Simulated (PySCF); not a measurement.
All values below come from PBE0-D3(BJ)/def2-TZVP (PySCF). All species are isolated molecules in the gas phase. One relaxed conformer stands for a flexible species; it need not be the lowest. 

Reference species (SMILES): `[OH]` (neutral, multiplicity 2).

The highest occupied spin orbital comes out as -9.09 eV.

Changed species: `[In]([SH])[SH]` (H–S–In–S torsion 2°, S–In–S–H torsion 2°) (radical fragment; the reference has radical fragment).

Question: Give the shifts of the highest occupied spin orbital.

Answer: the highest occupied spin orbital goes up by 2.76 eV, to -6.33 eV.
